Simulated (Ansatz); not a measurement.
## [NH₂···H···NH], triplet: reading a ladder of total energies

Geometry: a point of a hydrogen-transfer path between rigid fragments, not a stationary point.

```yaml
atoms:
  - { symbol: N, position_ang: [-1.1357, 0.0138, -0.0277] }
  - { symbol: H, position_ang: [-1.4329, 0.9816, -0.0277] }
  - { symbol: H, position_ang: [-1.4329, -0.3885, 0.8526] }
  - { symbol: H, position_ang: [0.1403, 0.0138, -0.0277] }
  - { symbol: N, position_ang: [1.2243, 0.0138, -0.0277] }
  - { symbol: H, position_ang: [1.4934, -0.9904, -0.0277] }
```

Basis cc-pVDZ; Ansatz 0.2.0. Only valence electrons are correlated (noble-gas cores frozen), which leaves 14 electrons in 46 orbitals. R marks a restricted (for open shells ROHF) determinant, U an unrestricted one.

Full CI isn't at hand for all of this; UCCSDT(Q) serves as the reference, and is uncertain by about the last step of the cluster series.

Runs differ by some tens of microhartree through their thresholds and, for an open shell, their frozen cores, so steps under 0.03 kcal/mol mean nothing.

```
    level  total energy (hartree)
      UHF             -111.094096
     UMP2             -111.400531
    UCCSD             -111.437773
 UCCSD(T)             -111.445497
   UCCSDT             -111.446413
UCCSDT(Q)             -111.447057
```

Question: What is the correlation energy at UCCSDT(Q), and what share of it do UMP2 and UCCSDT recover?

Answer: E(corr) = -111.447057 − (-111.094096) = -0.352961 hartree = -9.605 eV. UMP2: -0.306435 / -0.352961 = 86.82 %. UCCSDT: -0.352317 / -0.352961 = 99.82 %.

Question: By how many kcal/mol does UCCSD(T) miss UCCSDT(Q) (1 hartree = 627.509 kcal/mol), and which steps make up the rest?

Answer: -111.445497 − (-111.447057) = 0.001560 hartree = 0.98 kcal/mol. Steps: UCCSDT − UCCSD(T) = -0.57, UCCSDT(Q) − UCCSDT = -0.40 kcal/mol. Differences between like states or geometries often cancel part of this.
